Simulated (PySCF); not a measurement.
butadiene (C4H6), SMILES C=CC=C.

Coordinates come from a r2SCAN-D4/def2-SVP optimisation. One conformer was computed; it need not be the lowest.

Computed with PBE/def2-TZVP in PySCF.

Estimate the frontier levels, gap, dipole moment and polarisability. (Estimate from the structure and the level; the computed values follow.)


```yaml
highest_occupied_level: -5.81 eV
lowest_empty_level: -1.89 eV
orbital_gap: 3.92 eV
dipole_moment: 0.00 D
quadrupole, principal values (traceless, Buckingham form, about the centre of nuclear charge): -5.75, 2.57, 3.19 D·Å
mean_static_polarisability: 54.6 bohr³ (8.09 Å³)
polarisability_principal_values: 30.8, 44.6, 88.4 bohr³
```
